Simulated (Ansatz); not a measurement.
Consider the isomerisation: `NC#CO` → `C1=NCO1`.

Computed with Ansatz on PBE0-D4/def2-TZVP structures; ΔE is electronic, products minus reactants. CBS: MP2 limit from def2 TZ/QZ plus the TZ coupled-cluster correction, frozen cores. Functionals use def2-TZVPP. One conformer a species, not always the lowest.

| species | RPA@PBE/def2-TZVPP energy (Eh) |
| --- | --- |
| `NC#CO` | -207.89694 |
| `C1=NCO1` | -207.93705 |

Problem. Work out ΔE.

Solution. ΔE = (-207.93705) − (-207.89694) = -0.04011 Eh = -105.3 kJ/mol. CCSD(T)/CBS gives -81.3 kJ/mol.

Problem. What do rigid-rotor, harmonic-oscillator terms from PBE0-D4/def2-TZVP frequencies (298.15 K, 1 bar) make of the CCSD(T)/CBS value? (Estimate.)

Solution. Ansatz gave: ΔZPE = +5.0 kJ/mol, ΔH = -80.8 kJ/mol, ΔS = -24 J/(mol·K), ΔG = -73.7 kJ/mol.

Largest T1 diagnostic among the species: 0.015.

Leaving LDA and LC-ωPBE aside and taking each functional with its dispersion term where it has one, the values, not all of them listed here, spread over 26.9 kJ/mol, from ωB97X-V to B3LYP-D4. From BLYP to BHLYP (50 % exact exchange), in def2-TZVPP and without D4, ΔE moves by −3.5 kJ/mol. In def2-TZVPP, CCSD(T) changes the Hartree–Fock value by −19.4 kJ/mol (the triples alone add −5.1 kJ/mol) and MP2 by −13.3 kJ/mol.

B3LYP here is the variant with VWN-RPA as its local correlation; programs differ in this.
